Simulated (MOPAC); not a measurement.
MOPAC input (PM3):

```
PM3 1SCF UHF MS=0.5 GEO-OK AUX(PRECISION=9) THREADS=1
C4H9

C     0.00120855 1    0.02708658 1    0.35198259 1
H     0.00587364 1   -0.08304392 1    1.45078206 1
C    -0.00664579 1    1.48103266 1    0.03757694 1
H    -0.93626071 1    2.03281437 1   -0.01005973 1
H     0.91748488 1    2.04131070 1   -0.01707847 1
C     1.26857642 1   -0.66006722 1   -0.16919792 1
H     1.30800293 1   -0.61547010 1   -1.26008847 1
H     2.16712783 1   -0.17716068 1    0.21971490 1
H     1.29371115 1   -1.71022549 1    0.12827181 1
C    -1.26371755 1   -0.67167357 1   -0.15961002 1
H    -1.31181055 1   -0.62747758 1   -1.25016920 1
H    -1.27697189 1   -1.72200779 1    0.13800506 1
H    -2.16368700 1   -0.19701026 1    0.23611246 1
```

Task: What heat of formation does the run end on, and which ionisation energy by Koopmans theorem?

Result: 4.66 kcal/mol; 9.42 eV.
